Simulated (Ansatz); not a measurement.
# CH₃OSi− (SMILES [CH-]1O[SiH2]1): functionals against CCSD(T) at one geometry

An exercise on one series of results from a longer session: the logs are not shown, and one member is left open.

The runs use Ansatz 0.2.0, Gaussian basis; single points in def2-TZVPPD.

Correlated methods freeze the cores.

## Starting geometry

SMILES `[CH-]1O[SiH2]1`, 6 atoms, charge -1, spin multiplicity 1.

Atoms are counted from 1 here; the program's logs count them from 0.

Bond lengths: C1–O2 1.577 Å, C1–Si3 1.795 Å, C1–H4 1.130 Å, O2–Si3 1.614 Å, Si3–H5 1.509 Å, Si3–H6 1.506 Å. Angles: O2–C1–Si3 56.8°, O2–C1–H4 105.1°, Si3–C1–H4 109.6°, C1–O2–Si3 68.4°, C1–Si3–O2 54.8°, C1–Si3–H5 132.3°, C1–Si3–H6 125.1°, O2–Si3–H5 114.3°, O2–Si3–H6 114.0°, H5–Si3–H6 102.2°.

Geometry (Å):

```csv
atom,x (Å),y (Å),z (Å)
C1,-1.0784,-0.6897,0.1409
O2,0.4274,-1.1549,0.1007
Si3,0.3046,0.4539,0.1569
H4,-1.4534,-0.8150,-0.9180
H5,1.0412,1.1724,-0.9469
H6,0.9019,1.0718,1.3937
```

Set-up of the first run:

The input, run/in.yaml:

```yaml
crystal:
  periodic: [false, false, false]
  atoms:
    - {symbol: C, position_ang: [-1.078400, -0.689700, 0.140900]}
    - {symbol: O, position_ang: [0.427400, -1.154900, 0.100700]}
    - {symbol: Si, position_ang: [0.304600, 0.453900, 0.156900]}
    - {symbol: H, position_ang: [-1.453400, -0.815000, -0.918000]}
    - {symbol: H, position_ang: [1.041200, 1.172400, -0.946900]}
    - {symbol: H, position_ang: [0.901900, 1.071800, 1.393700]}
basis:
  gaussian: {orbitals: "def2-TZVPPD.json"}
total_charge: -1
correlation: {method: ccsd_t}
output: {forces: true}
```

The basis file named in the input lies beside it (Basis Set Exchange, JSON).

No record of the launch command was kept for these runs.

Steps of the session up to this table: CCSD(T)/def2-TZVPPD; PBE0-D4/def2-TZVPPD; wB97M-V/def2-TZVPPD; r2SCAN-D4/def2-TZVPPD; PBE-D4/def2-TZVPPD; BLYP-D4/def2-TZVPPD; BHLYP-D4/def2-TZVPPD.

One table of the session follows, with a row left open; its other results are not shown here.

| method | RMS force component (eV/Å) | angle to CCSD(T) forces (°) |
| --- | --- | --- |
| CCSD(T) | 0.763 | reference |
| PBE0-D4 | 0.529 | 10.9 |
| wB97M-V | 0.576 | 10.1 |
| r2SCAN-D4 | 0.631 | 6.5 |
| PBE-D4 | ? | ? |
| BLYP-D4 | 0.888 | 9.1 |
| BHLYP-D4 | 0.454 | 29.7 |

Q: Estimate the row for PBE-D4 from the others.

**Answer.** RMS force component (eV/Å): 0.791; angle to CCSD(T) forces (°): 13.9. In the column «RMS force component (eV/Å)» it lies between CCSD(T) (0.763) and BLYP-D4 (0.888).

Limits of these values: The anion's highest level is positive in at least one run, so there the basis alone may hold the extra electron.
